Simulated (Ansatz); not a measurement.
**SiH₂S: geometry and frequencies at several levels, part 1 of 2**

The task, for SiH₂S: geometry and frequencies at several levels.

Computed with Ansatz 0.2.0 (the levels named in each step, unless a step's input says otherwise).

## 1. The structure to begin with

Bond lengths: Si1–S2 1.978 Å, Si1–H3 1.454 Å, Si1–H4 1.454 Å. Angles: S2–Si1–H3 125.5°, S2–Si1–H4 125.5°, H3–Si1–H4 109.0°.

As a file:

```xyz
4

Si   -0.9892    0.0539    0.0690
S     0.9815   -0.0534   -0.0685
H    -1.8094    1.1599   -0.3986
H    -1.8514   -0.9606    0.6539
```

## 2. A rough first relaxation, PBE-D4/def2-SVP

This run stands in another session on the same molecule. It ended at:

```xyz
4

Si   -0.9767    0.0532    0.0681
S     0.9834   -0.0535   -0.0686
H    -1.8157    1.2037   -0.4196
H    -1.8595   -1.0037    0.6760
```

## 3. Relaxation, PBE0-D4/def2-TZVPP

This run stands in another session on the same molecule. It ended at:

```xyz
4

Si   -0.9752    0.0531    0.0680
S     0.9549   -0.0520   -0.0666
H    -1.8025    1.1884   -0.4133
H    -1.8457   -0.9898    0.6678
```

## 4. Frequencies, PBE0-D4/def2-TZVPP

File input.yaml:

```yaml
crystal:
  periodic: [false, false, false]
  atoms:
    - { symbol: Si, position_ang: [-0.9752218, 0.05308553, 0.06801626] }
    - { symbol: S, position_ang: [0.95493083, -0.0519727, -0.06660147] }
    - { symbol: H, position_ang: [-1.80252924, 1.18839845, -0.4133309] }
    - { symbol: H, position_ang: [-1.84568979, -0.98982128, 0.66776611] }
basis:
  gaussian: { orbitals: def2-TZVPP }
hamiltonian:
  xc: pbe0
  dispersion: d4
phonons: {}
```

Run with:

```
$ ansatz run input.yaml --threads 2 --pin off --max-ram 5120MiB --backend cpu --events-out ev --progress --plain --runs-dir out
```

Log (excerpt; [...] marks lines left out):

```text
Warning: RAYON_NUM_THREADS=2 ignored (pool sized by the plan → 2); use --threads N
[...]
Functional definition: PBE0
[...]
724 factors; their error is unknown
[...]
mean field -18738.85821985 eV, -688.6403379252 hartree, gradient 3.4e-5 eV, S^2 0.000000; 0 other end points of the search recorded, 0 dependent functions left out
[...]
reference -18738.85824363 eV, -688.6403387990 hartree; 16, 16 occupied and 96, 96 virtual orbitals, 724 factors
[...]
724 factors; their error is unknown
[...]
mean field -18738.85813698 eV, -688.6403348799 hartree, gradient 8.8e-7 eV, S^2 0.000000; 0 other end points of the search recorded, 0 dependent functions left out
[...]
reference -18738.85816076 eV, -688.6403357537 hartree; 16, 16 occupied and 96, 96 virtual orbitals, 724 factors
[...]
724 factors; their error is unknown
mean field -18738.85814085 eV, -688.6403350219 hartree, gradient 7.4e-7 eV, S^2 0.000000; 0 other end points of the search recorded, 0 dependent functions left out
[...]
reference -18738.85816462 eV, -688.6403358957 hartree; 16, 16 occupied and 96, 96 virtual orbitals, 724 factors
[...]
724 factors; their error is unknown
[...]
mean field -18738.85819050 eV, -688.6403368464 hartree, gradient 1.8e-6 eV, S^2 0.000000; 0 other end points of the search recorded, 0 dependent functions left out
[...]
reference -18738.85821427 eV, -688.6403377203 hartree; 16, 16 occupied and 96, 96 virtual orbitals, 724 factors
[...]
724 factors; their error is unknown
[...]
reference -18738.85820283 eV, -688.6403372998 hartree; 16, 16 occupied and 96, 96 virtual orbitals, 724 factors
[...]
724 factors; their error is unknown
mean field -18738.85817862 eV, -688.6403364101 hartree, gradient 1.8e-6 eV, S^2 0.000000; 0 other end points of the search recorded, 0 dependent functions left out
[...]
reference -18738.85820240 eV, -688.6403372839 hartree; 16, 16 occupied and 96, 96 virtual orbitals, 724 factors
[...]
724 factors; their error is unknown
mean field -18738.85820593 eV, -688.6403374135 hartree, gradient 2.9e-6 eV, S^2 0.000000; 0 other end points of the search recorded, 0 dependent functions left out
[...]
reference -18738.85822970 eV, -688.6403382872 hartree; 16, 16 occupied and 96, 96 virtual orbitals, 724 factors
[...]
724 factors; their error is unknown
[...]
mean field -18738.85820986 eV, -688.6403375581 hartree, gradient 1.7e-6 eV, S^2 0.000000; 0 other end points of the search recorded, 0 dependent functions left out
[...]
reference -18738.85823364 eV, -688.6403384319 hartree; 16, 16 occupied and 96, 96 virtual orbitals, 724 factors
Total energy: -18738.91869425 eV, -688.6425603185 hartree
Atom 0 at    -0.975222     0.053086     0.068016 Å, force     0.000442    -0.000024    -0.000031 eV/Å
Atom 1 at     0.954931    -0.051973    -0.066601 Å, force    -0.001246     0.000068     0.000087 eV/Å
Atom 2 at    -1.802529     1.188398    -0.413331 Å, force     0.000386    -0.000845     0.000381 eV/Å
Atom 3 at    -1.845690    -0.989821     0.667766 Å, force     0.000419     0.000802    -0.000437 eV/Å
Dipole moment:    -0.559835     0.030471     0.039045 e Å
Vibrations: 617.80 641.59 738.74 1001.30 2218.77 2231.36 cm⁻¹, zero-point energy 0.461814 eV
```

Run time: 6.9 s. Hardware: 2 threads of Arm Neoverse V2, shared host; peak memory 0.17 GiB.

Harmonic frequencies (cm⁻¹; negative: imaginary): 618, 642, 739, 1001, 2219, 2231.

## 5. Relaxation, PBE-D4/def2-TZVPP

Changes to input.yaml since step 4:

```diff
@@ -10,4 +10,6 @@
 hamiltonian:
-  xc: pbe0
+  xc: pbe
   dispersion: d4
-phonons: {}
+relax:
+  f_tol: 0.002
+  max_steps: 150
```

Run with:

```
$ ansatz run input.yaml --threads 2 --pin off --max-ram 5120MiB --backend cpu --events-out ev --progress --plain --runs-dir out
```

Log (excerpt; [...] marks lines left out):

```text
Warning: RAYON_NUM_THREADS=2 ignored (pool sized by the plan → 2); use --threads N
[...]
Functional definition: PBE
[...]
690 factors; their error is unknown
[...]
mean field -18737.26497460 eV, -688.5817872421 hartree, gradient 4.8e-5 eV, S^2 0.000000; 0 other end points of the search recorded, 0 dependent functions left out
[...]
reference -18737.26500576 eV, -688.5817883873 hartree; 16, 16 occupied and 96, 96 virtual orbitals, 690 factors
relax step   1: F+E_penalty+E_count = -18737.33746990 eV  Δ(F+E_penalty+E_count) = +0.000e0 eV  max|allowed force component| = 5.255e-1 eV/Å  Δτ_max = 0.0000 Å  (26 SCF iters, accepted)
[...]
relax step   3: F+E_penalty+E_count = -18737.34413634 eV  Δ(F+E_penalty+E_count) = -2.614e-4 eV  max|allowed force component| = 1.454e-2 eV/Å  Δτ_max = 0.0037 Å  (30 SCF iters, accepted)
[...]
relax step   4: F+E_penalty+E_count = -18737.34414180 eV  Δ(F+E_penalty+E_count) = -5.453e-6 eV  max|allowed force component| = 4.305e-4 eV/Å  Δτ_max = 0.0006 Å  (20 SCF iters, accepted)
690 factors; their error is unknown
mean field -18737.27182636 eV, -688.5820390396 hartree, gradient 5.2e-5 eV, S^2 0.000000; 1 other end points of the search recorded, 0 dependent functions left out
[...]
reference -18737.27185757 eV, -688.5820401866 hartree; 16, 16 occupied and 96, 96 virtual orbitals, 690 factors
Total energy: -18737.34417301 eV, -688.5846977301 hartree
Atom 0 at    -0.977009     0.053183     0.068141 Å, force    -0.000420     0.000023     0.000029 eV/Å
Atom 1 at     0.970600    -0.052825    -0.067694 Å, force     0.000430    -0.000023    -0.000030 eV/Å
Atom 2 at    -1.809297     1.197530    -0.417191 Å, force    -0.000002     0.000143    -0.000070 eV/Å
Atom 3 at    -1.852804    -0.998197     0.672595 Å, force    -0.000008    -0.000142     0.000071 eV/Å
Dipole moment:    -0.509177     0.027714     0.035512 e Å
```

Run time: 4.3 s. Hardware: 2 threads of Arm Neoverse V2, shared host; peak memory 0.15 GiB.

Relaxation path:

```csv
step,E - E(step 1) (eV),largest force component (eV/Å)
1,0.0000,0.5255
2,-0.0064,0.1216
3,-0.0067,0.0145
4,-0.0067,0.0004
```

Step 1 is the start.

Before: Bond lengths: Si1–S2 1.938 Å, Si1–H3 1.485 Å, Si1–H4 1.485 Å. Angles: S2–Si1–H3 125.0°, S2–Si1–H4 125.0°, H3–Si1–H4 110.0°.

After: Bond lengths: Si1–S2 1.955 Å, Si1–H3 1.496 Å, Si1–H4 1.496 Å. Angles: S2–Si1–H3 125.0°, S2–Si1–H4 125.0°, H3–Si1–H4 110.1°.

## 6. Frequencies, PBE-D4/def2-TZVPP

File input.yaml:

```yaml
crystal:
  periodic: [false, false, false]
  atoms:
    - { symbol: Si, position_ang: [-0.97700895, 0.05318265, 0.06814056] }
    - { symbol: S, position_ang: [0.97059953, -0.05282549, -0.06769415] }
    - { symbol: H, position_ang: [-1.80929657, 1.19752982, -0.41719128] }
    - { symbol: H, position_ang: [-1.852804, -0.99819698, 0.67259486] }
basis:
  gaussian: { orbitals: def2-TZVPP }
hamiltonian:
  xc: pbe
  dispersion: d4
phonons: {}
```

Run with:

```
$ ansatz run input.yaml --threads 2 --pin off --max-ram 5120MiB --backend cpu --events-out ev --progress --plain --runs-dir out
```

Log (excerpt; [...] marks lines left out):

```text
Warning: RAYON_NUM_THREADS=2 ignored (pool sized by the plan → 2); use --threads N
[...]
Functional definition: PBE
[...]
690 factors; their error is unknown
[...]
mean field -18737.27182636 eV, -688.5820390396 hartree, gradient 8.8e-6 eV, S^2 0.000000; 0 other end points of the search recorded, 0 dependent functions left out
[...]
reference -18737.27185757 eV, -688.5820401866 hartree; 16, 16 occupied and 96, 96 virtual orbitals, 690 factors
[...]
690 factors; their error is unknown
mean field -18737.27174740 eV, -688.5820361382 hartree, gradient 9.3e-7 eV, S^2 0.000000; 0 other end points of the search recorded, 0 dependent functions left out
[...]
reference -18737.27177862 eV, -688.5820372853 hartree; 16, 16 occupied and 96, 96 virtual orbitals, 690 factors
[...]
690 factors; their error is unknown
[...]
reference -18737.27184235 eV, -688.5820396273 hartree; 16, 16 occupied and 96, 96 virtual orbitals, 690 factors
[...]
690 factors; their error is unknown
[...]
mean field -18737.27181946 eV, -688.5820387863 hartree, gradient 1.4e-6 eV, S^2 0.000000; 0 other end points of the search recorded, 0 dependent functions left out
[...]
reference -18737.27185068 eV, -688.5820399334 hartree; 16, 16 occupied and 96, 96 virtual orbitals, 690 factors
Total energy: -18737.34417301 eV, -688.5846977301 hartree
Atom 0 at    -0.977009     0.053183     0.068141 Å, force    -0.000418     0.000023     0.000029 eV/Å
Atom 1 at     0.970600    -0.052825    -0.067694 Å, force     0.000429    -0.000023    -0.000030 eV/Å
Atom 2 at    -1.809297     1.197530    -0.417191 Å, force    -0.000002     0.000142    -0.000070 eV/Å
Atom 3 at    -1.852804    -0.998197     0.672595 Å, force    -0.000008    -0.000142     0.000071 eV/Å
Dipole moment:    -0.509177     0.027714     0.035512 e Å
Vibrations: 592.79 600.36 706.16 968.67 2142.44 2159.30 cm⁻¹, zero-point energy 0.444466 eV
```

It took 4.9 s on 2 threads of Arm Neoverse V2, shared host; peak memory 0.12 GiB.

Harmonic frequencies (cm⁻¹; negative: imaginary): 593, 600, 706, 969, 2142, 2159.

## 7. Relaxation, r2SCAN-D4/def2-TZVPP

File input.yaml:

```yaml
crystal:
  periodic: [false, false, false]
  atoms:
    - { symbol: Si, position_ang: [-0.9752218, 0.05308553, 0.06801626] }
    - { symbol: S, position_ang: [0.95493083, -0.0519727, -0.06660147] }
    - { symbol: H, position_ang: [-1.80252924, 1.18839845, -0.4133309] }
    - { symbol: H, position_ang: [-1.84568979, -0.98982128, 0.66776611] }
basis:
  gaussian: { orbitals: def2-TZVPP }
hamiltonian:
  xc: r2scan
  dispersion: d4
relax:
  f_tol: 0.002
  max_steps: 150
```

Run with:

```
$ ansatz run input.yaml --threads 2 --pin off --max-ram 5120MiB --backend cpu --events-out ev --progress --plain --runs-dir out
```

Log (excerpt; [...] marks lines left out):

```text
Warning: RAYON_NUM_THREADS=2 ignored (pool sized by the plan → 2); use --threads N
[...]
Functional definition: r2SCAN
[...]
690 factors; their error is unknown
[...]
mean field -18744.54359976 eV, -688.8492717831 hartree, gradient 2.7e-5 eV, S^2 0.000000; 0 other end points of the search recorded, 0 dependent functions left out
[...]
reference -18744.54360893 eV, -688.8492721201 hartree; 16, 16 occupied and 96, 96 virtual orbitals, 690 factors
relax step   1: F+E_penalty+E_count = -18744.55861871 eV  Δ(F+E_penalty+E_count) = +0.000e0 eV  max|allowed force component| = 1.334e-1 eV/Å  Δτ_max = 0.0000 Å  (27 SCF iters, accepted)
[...]
relax step   2: F+E_penalty+E_count = -18744.55889713 eV  Δ(F+E_penalty+E_count) = -2.784e-4 eV  max|allowed force component| = 2.567e-2 eV/Å  Δτ_max = 0.0045 Å  (33 SCF iters, accepted)
[...]
relax step   3: F+E_penalty+E_count = -18744.55891193 eV  Δ(F+E_penalty+E_count) = -1.480e-5 eV  max|allowed force component| = 8.992e-4 eV/Å  Δτ_max = 0.0011 Å  (22 SCF iters, accepted)
690 factors; their error is unknown
[...]
mean field -18744.54389546 eV, -688.8492826500 hartree, gradient 7.8e-5 eV, S^2 0.000000; 1 other end points of the search recorded, 0 dependent functions left out
[...]
reference -18744.54390463 eV, -688.8492829871 hartree; 16, 16 occupied and 96, 96 virtual orbitals, 690 factors
Total energy: -18744.55892110 eV, -688.8498348321 hartree
Atom 0 at    -0.976092     0.053133     0.068077 Å, force    -0.000683     0.000037     0.000048 eV/Å
Atom 1 at     0.958371    -0.052160    -0.066841 Å, force    -0.000200     0.000011     0.000014 eV/Å
Atom 2 at    -1.803824     1.187956    -0.412987 Å, force     0.000424    -0.000899     0.000404 eV/Å
Atom 3 at    -1.846964    -0.989239     0.667601 Å, force     0.000459     0.000851    -0.000465 eV/Å
Dipole moment:    -0.543568     0.029586     0.037910 e Å
```

Run time: 7.1 s. Hardware: 2 threads of Arm Neoverse V2, shared host; peak memory 0.17 GiB.

The steps of the relaxation:

| step | E - E(step 1) (eV) | largest force component (eV/Å) |
| --- | --- | --- |
| 1 | 0.0000 | 0.1334 |
| 2 | -0.0003 | 0.0257 |
| 3 | -0.0003 | 0.0009 |

Step 1 is the start.

Before: Bond lengths: Si1–S2 1.938 Å, Si1–H3 1.485 Å, Si1–H4 1.485 Å. Angles: S2–Si1–H3 125.0°, S2–Si1–H4 125.0°, H3–Si1–H4 110.0°.

After: Bond lengths: Si1–S2 1.942 Å, Si1–H3 1.485 Å, Si1–H4 1.485 Å. Angles: S2–Si1–H3 125.0°, S2–Si1–H4 125.0°, H3–Si1–H4 109.9°.

## 8. Frequencies, r2SCAN-D4/def2-TZVPP

File input.yaml:

```yaml
crystal:
  periodic: [false, false, false]
  atoms:
    - { symbol: Si, position_ang: [-0.97609249, 0.05313291, 0.06807696] }
    - { symbol: S, position_ang: [0.95837114, -0.05215995, -0.0668414] }
    - { symbol: H, position_ang: [-1.80382421, 1.1879558, -0.41298688] }
    - { symbol: H, position_ang: [-1.84696444, -0.98923876, 0.66760132] }
basis:
  gaussian: { orbitals: def2-TZVPP }
hamiltonian:
  xc: r2scan
  dispersion: d4
phonons: {}
```

Run with:

```
$ ansatz run input.yaml --threads 2 --pin off --max-ram 5120MiB --backend cpu --events-out ev --progress --plain --runs-dir out
```

Log (excerpt; [...] marks lines left out):

```text
Warning: RAYON_NUM_THREADS=2 ignored (pool sized by the plan → 2); use --threads N
[...]
Functional definition: r2SCAN
[...]
690 factors; their error is unknown
[...]
mean field -18744.54389546 eV, -688.8492826500 hartree, gradient 2.8e-5 eV, S^2 0.000000; 0 other end points of the search recorded, 0 dependent functions left out
[...]
reference -18744.54390463 eV, -688.8492829871 hartree; 16, 16 occupied and 96, 96 virtual orbitals, 690 factors
[...]
690 factors; their error is unknown
[...]
mean field -18744.54381418 eV, -688.8492796629 hartree, gradient 1.5e-6 eV, S^2 0.000000; 0 other end points of the search recorded, 0 dependent functions left out
[...]
reference -18744.54382335 eV, -688.8492800000 hartree; 16, 16 occupied and 96, 96 virtual orbitals, 690 factors
[...]
690 factors; their error is unknown
[...]
reference -18744.54389342 eV, -688.8492825748 hartree; 16, 16 occupied and 96, 96 virtual orbitals, 690 factors
[...]
690 factors; their error is unknown
[...]
mean field -18744.54388297 eV, -688.8492821908 hartree, gradient 2.1e-6 eV, S^2 0.000000; 0 other end points of the search recorded, 0 dependent functions left out
[...]
reference -18744.54389214 eV, -688.8492825279 hartree; 16, 16 occupied and 96, 96 virtual orbitals, 690 factors
Total energy: -18744.55892110 eV, -688.8498348321 hartree
Atom 0 at    -0.976092     0.053133     0.068077 Å, force    -0.000681     0.000037     0.000047 eV/Å
Atom 1 at     0.958371    -0.052160    -0.066841 Å, force    -0.000203     0.000011     0.000014 eV/Å
Atom 2 at    -1.803824     1.187956    -0.412987 Å, force     0.000424    -0.000899     0.000404 eV/Å
Atom 3 at    -1.846964    -0.989239     0.667601 Å, force     0.000459     0.000851    -0.000465 eV/Å
Dipole moment:    -0.543566     0.029586     0.037910 e Å
Vibrations: 620.33 632.88 730.44 1007.51 2204.82 2218.64 cm⁻¹, zero-point energy 0.459648 eV
```

Wall time 8.8 s (2 threads of Arm Neoverse V2, shared host); peak memory 0.13 GiB.

Harmonic frequencies (cm⁻¹; negative: imaginary): 620, 633, 730, 1008, 2205, 2219.

## 9. Relaxation, B3LYP-D4/def2-TZVPP

File input.yaml:

```yaml
crystal:
  periodic: [false, false, false]
  atoms:
    - { symbol: Si, position_ang: [-0.9752218, 0.05308553, 0.06801626] }
    - { symbol: S, position_ang: [0.95493083, -0.0519727, -0.06660147] }
    - { symbol: H, position_ang: [-1.80252924, 1.18839845, -0.4133309] }
    - { symbol: H, position_ang: [-1.84568979, -0.98982128, 0.66776611] }
basis:
  gaussian: { orbitals: def2-TZVPP }
hamiltonian:
  xc: { name: B3LYP }
  dispersion: d4
relax:
  f_tol: 0.002
  max_steps: 150
```

Run with:

```
$ ansatz run input.yaml --threads 2 --pin off --max-ram 5120MiB --backend cpu --events-out ev --progress --plain --runs-dir out
```

Log (excerpt; [...] marks lines left out):

```text
Warning: RAYON_NUM_THREADS=2 ignored (pool sized by the plan → 2); use --threads N
[...]
Functional definition: B3LYP
[...]
705 factors; their error is unknown
[...]
mean field -18747.16336585 eV, -688.9455464111 hartree, gradient 3.9e-5 eV, S^2 0.000000; 0 other end points of the search recorded, 0 dependent functions left out
[...]
reference -18747.16356733 eV, -688.9455538156 hartree; 16, 16 occupied and 96, 96 virtual orbitals, 705 factors
relax step   1: F+E_penalty+E_count = -18747.28335709 eV  Δ(F+E_penalty+E_count) = +0.000e0 eV  max|allowed force component| = 2.948e-1 eV/Å  Δτ_max = 0.0000 Å  (27 SCF iters, accepted)
[...]
relax step   2: F+E_penalty+E_count = -18747.28446456 eV  Δ(F+E_penalty+E_count) = -1.107e-3 eV  max|allowed force component| = 3.360e-2 eV/Å  Δτ_max = 0.0061 Å  (31 SCF iters, accepted)
[...]
relax step   3: F+E_penalty+E_count = -18747.28453926 eV  Δ(F+E_penalty+E_count) = -7.470e-5 eV  max|allowed force component| = 1.768e-3 eV/Å  Δτ_max = 0.0021 Å  (24 SCF iters, accepted)
705 factors; their error is unknown
[...]
mean field -18747.16459052 eV, -688.9455914171 hartree, gradient 1.1e-5 eV, S^2 0.000000; 1 other end points of the search recorded, 0 dependent functions left out
[...]
reference -18747.16479199 eV, -688.9455988211 hartree; 16, 16 occupied and 96, 96 virtual orbitals, 705 factors
Total energy: -18747.28474073 eV, -688.9500068559 hartree
Atom 0 at    -0.978194     0.053247     0.068224 Å, force     0.000642    -0.000035    -0.000045 eV/Å
Atom 1 at     0.958964    -0.052192    -0.066883 Å, force    -0.001768     0.000096     0.000123 eV/Å
Atom 2 at    -1.803138     1.184457    -0.411323 Å, force     0.000537    -0.001328     0.000605 eV/Å
Atom 3 at    -1.846141    -0.985822     0.665833 Å, force     0.000589     0.001267    -0.000683 eV/Å
Dipole moment:    -0.551780     0.030033     0.038483 e Å
```

Wall time 4.4 s (2 threads of Arm Neoverse V2, shared host); peak memory 0.16 GiB.

Relaxation path:

```csv
step,E - E(step 1) (eV),largest force component (eV/Å)
1,0.0000,0.2948
2,-0.0011,0.0336
3,-0.0012,0.0018
```

Step 1 is the start.

Before: Bond lengths: Si1–S2 1.938 Å, Si1–H3 1.485 Å, Si1–H4 1.485 Å. Angles: S2–Si1–H3 125.0°, S2–Si1–H4 125.0°, H3–Si1–H4 110.0°.

After: Bond lengths: Si1–S2 1.945 Å, Si1–H3 1.480 Å, Si1–H4 1.480 Å. Angles: S2–Si1–H3 125.0°, S2–Si1–H4 125.0°, H3–Si1–H4 109.9°.

## 10. Frequencies, B3LYP-D4/def2-TZVPP

File input.yaml:

```yaml
crystal:
  periodic: [false, false, false]
  atoms:
    - { symbol: Si, position_ang: [-0.97819421, 0.05324733, 0.0682236] }
    - { symbol: S, position_ang: [0.95896399, -0.05219223, -0.06688276] }
    - { symbol: H, position_ang: [-1.80313829, 1.18445697, -0.41132336] }
    - { symbol: H, position_ang: [-1.84614149, -0.98582208, 0.66583252] }
basis:
  gaussian: { orbitals: def2-TZVPP }
hamiltonian:
  xc: { name: B3LYP }
  dispersion: d4
phonons: {}
```

Run with:

```
$ ansatz run input.yaml --threads 2 --pin off --max-ram 5120MiB --backend cpu --events-out ev --progress --plain --runs-dir out
```

Log (excerpt; [...] marks lines left out):

```text
Warning: RAYON_NUM_THREADS=2 ignored (pool sized by the plan → 2); use --threads N
[...]
Functional definition: B3LYP
[...]
705 factors; their error is unknown
[...]
mean field -18747.16459052 eV, -688.9455914171 hartree, gradient 3.9e-5 eV, S^2 0.000000; 0 other end points of the search recorded, 0 dependent functions left out
[...]
reference -18747.16479199 eV, -688.9455988211 hartree; 16, 16 occupied and 96, 96 virtual orbitals, 705 factors
[...]
705 factors; their error is unknown
[...]
mean field -18747.16450679 eV, -688.9455883400 hartree, gradient 9.8e-7 eV, S^2 0.000000; 0 other end points of the search recorded, 0 dependent functions left out
[...]
reference -18747.16470827 eV, -688.9455957443 hartree; 16, 16 occupied and 96, 96 virtual orbitals, 705 factors
[...]
705 factors; their error is unknown
[...]
reference -18747.16477305 eV, -688.9455981249 hartree; 16, 16 occupied and 96, 96 virtual orbitals, 705 factors
[...]
705 factors; their error is unknown
[...]
mean field -18747.16458549 eV, -688.9455912321 hartree, gradient 1.6e-6 eV, S^2 0.000000; 0 other end points of the search recorded, 0 dependent functions left out
[...]
reference -18747.16478697 eV, -688.9455986366 hartree; 16, 16 occupied and 96, 96 virtual orbitals, 705 factors
Total energy: -18747.28474073 eV, -688.9500068559 hartree
Atom 0 at    -0.978194     0.053247     0.068224 Å, force     0.000641    -0.000035    -0.000045 eV/Å
Atom 1 at     0.958964    -0.052192    -0.066883 Å, force    -0.001768     0.000096     0.000123 eV/Å
Atom 2 at    -1.803138     1.184457    -0.411323 Å, force     0.000538    -0.001329     0.000605 eV/Å
Atom 3 at    -1.846141    -0.985822     0.665833 Å, force     0.000589     0.001267    -0.000683 eV/Å
Dipole moment:    -0.551779     0.030033     0.038483 e Å
Vibrations: 620.53 635.27 722.08 1012.75 2219.21 2231.98 cm⁻¹, zero-point energy 0.461334 eV
```

Run time: 6.8 s. Hardware: 2 threads of Arm Neoverse V2, shared host; peak memory 0.16 GiB.

Harmonic frequencies (cm⁻¹; negative: imaginary): 621, 635, 722, 1013, 2219, 2232.

(Continued in part 2 of 2.)
